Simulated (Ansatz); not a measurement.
Reaction (SMILES): C#N (CH-N) → [C]#N (C-N) + H atom
B3LYP-D3(BJ)/def2-TZVP geometries, fixed; electronic energies without zero-point terms.
Largest species:
```xyz
3

C      0.0000     0.0000    -0.4969
N      0.0000     0.0000     0.6493
H      0.0000     0.0000    -1.5636
```

The bond dissociation energy at CCSD(T) with Ansatz (a program for electronic structure), in kcal/mol, split into its Hartree-Fock and correlation parts. Cores are frozen. The T1 diagnostic of CCSD is high for at least one species. An unrestricted Hartree-Fock determinant is markedly spin-contaminated. Open shells are unrestricted. No added dispersion term, no relativity. Functions are those of the species that has most.

```csv
basis,X,functions,Hartree-Fock,CCSD(T)
aug-cc-pVDZ,2,55,107.67,126.72
aug-cc-pVTZ,3,115,109.17,131.96
aug-cc-pVQZ,4,206,108.99,132.74
```

Worked estimate of the basis-set limit from each neighbouring pair, with Hartree-Fock from the larger set and the correlation part extrapolated as X^-3.
Correlation parts: X = 2: 19.05, X = 3: 22.79, X = 4: 23.75.
- (2,3): (27·(22.79) - 8·(19.05))/19 = 24.36; with Hartree-Fock 109.17 the estimate is 133.53 kcal/mol.
- (3,4): (64·(23.75) - 27·(22.79))/37 = 24.45; with Hartree-Fock 108.99 the estimate is 133.44 kcal/mol.
The last two estimates differ by 0.09 kcal/mol; the largest set lies 0.70 from the last. Over the last step Hartree-Fock moves by -0.18 and the correlation part by 0.96.
